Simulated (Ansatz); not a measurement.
# Relaxing Cu₃Re

The calculation used DFT PBE, scalar-relativistic, plane waves, PAW in Ansatz 0.2.0. Cutoff 420 eV, Γ-centred k mesh, Gaussian smearing, no spin polarisation in the final step.

The start puts Cu₃Re on the Cu3Au (L1_2) structure type (Pm-3m, No. 221), with Re in place of Au, at a guessed volume.

```yaml
crystal:
  lattice:
    - [3.72053, 0.00000, 0.00000]
    - [0.00000, 3.72053, 0.00000]
    - [0.00000, 0.00000, 3.72053]
  atoms:
    - { symbol: Cu, position: [0.00000, 0.50000, 0.50000] }
    - { symbol: Cu, position: [0.50000, 0.00000, 0.50000] }
    - { symbol: Cu, position: [0.50000, 0.50000, 0.00000] }
    - { symbol: Re, position: [0.00000, 0.00000, 0.00000] }
```

Cell and atoms relax at zero pressure; the relaxation can't lower the symmetry of the start.

The zero of energy is the elements' standard structures at the same level; no fitted shifts are applied.

Question: What does it relax into?

Answer: It keeps Pm-3m (No. 221). The result has the Cu3Au (L1_2) structure. Conventional cell: a = 3.713 Å. Cu has 4 Re at 2.63 Å and 8 Cu at 2.63 Å; Re has 12 Cu at 2.63 Å.

```xyz
4
Lattice="3.7133 0.0000 0.0000 0.0000 3.7133 0.0000 0.0000 0.0000 3.7133" Properties=species:S:1:pos:R:3 pbc="T T T"
Cu    0.0000    1.8567    1.8567
Cu    1.8567    0.0000    1.8567
Cu    1.8567    1.8567    0.0000
Re    0.0000    0.0000    0.0000
```

Question: What are its volume, energy, density and gap?

Answer: The volume per atom is 12.80 Å³ and the density is 12.22 g/cm³. The energy over the elements is 0.51 eV/atom and the gap on the 12×12×12 mesh is 0 eV (a metal).

The final run used a 12×12×12 mesh on its 4-atom cell and 0.10 eV smearing. The k mesh leaves about 4 meV/atom of noise in metals. Spin–orbit coupling is left out. A structure relaxed within its symmetry needn't be a true minimum. The steps took about 30 core-seconds in all.

Cost: 2 runs of about 0.56 core-minutes in all, on Arm Neoverse V2 (shared hosts).